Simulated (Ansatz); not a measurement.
Results of PBEsol (Ansatz, a first-principles code, plane waves, PAW) for bcc Ta.

Settings: plane-wave cutoff 520 eV, 28×28×28 k mesh, Fermi–Dirac smearing 0.058 eV (set by the program), scalar-relativistic PAW data made under PBE.

Cell (measured lattice):

Space group Im-3m (No. 229); a = 3.3029 Å, b = 3.3029 Å, c = 3.3029 Å, α = 90.00°, β = 90.00°, γ = 90.00°

| atom | site | symmetry | x | y | z |
|---|---|---|---|---|---|
| Ta | 2a | m-3m | 0.0000 | 0.0000 | 0.0000 |
(The calculation used a cell of 1 atom; values per cell refer to that cell.)

Task: What does this level give for the elastic constant C44, elastic constant C12, Voigt–Reuss–Hill bulk modulus and elastic constant C11?

Result: 
- elastic constant C44: 71.6 GPa
- elastic constant C12: 156 GPa
- Voigt–Reuss–Hill bulk modulus: 192 GPa
- elastic constant C11: 263 GPa

Measured, for comparison: elastic constant C44 87.4 GPa, elastic constant C12 158 GPa, elastic constant C11 266 GPa (0 K, extrapolated to 0 K; zero-point effects included; as tabulated in Wang et al. (2022), arXiv:2209.12322). Computed (rounded) less measured: elastic constant C44 -18 %, elastic constant C12 -1 %, elastic constant C11 -1 %.

Note: shear constants of such metals converge slowly with the k mesh; the cell isn't this level's own, so it is under some stress, which shifts stiffness and frequencies.

Elastic constants are with the ions relaxed.

Spin–orbit coupling is not included.

The computed numbers hold no vibrational or temperature effects.

The result took about 4 core-minutes (a rough figure).
